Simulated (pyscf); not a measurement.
Optimised with ωB97X-D3(BJ)/def2-SVP in PySCF.

### Question
`[GeH3][AsH][AsH2]` + `[H][H]` -> `[GeH3][AsH2]` + `[AsH3]`
Surface: singlet. Broken: As–As, H–H. Formed: As–H, As–H. Give ΔE‡ and ΔE from ωB97M-D3(BJ)/def2-TZVP, relative to the separated reactants.

### Answer
ΔE‡ = 2.80 eV, ΔE = +0.09 eV. Zero-point energy shifts the barrier by +0.04 eV. It is a four-centre exchange, with an imaginary mode of 1196i cm⁻¹. The same reactants have a lower exit, to H₃Ge–AsH• + AsH₂• + H₂ (no saddle counted: cutting one bond costs +2.16 eV at ωB97M-D3(BJ)/def2-TZVP, against +2.80 eV here). This is the saddle that the search found; another between the same sides may lie lower. Elements up to Kr have no core potential and no relativistic terms here.
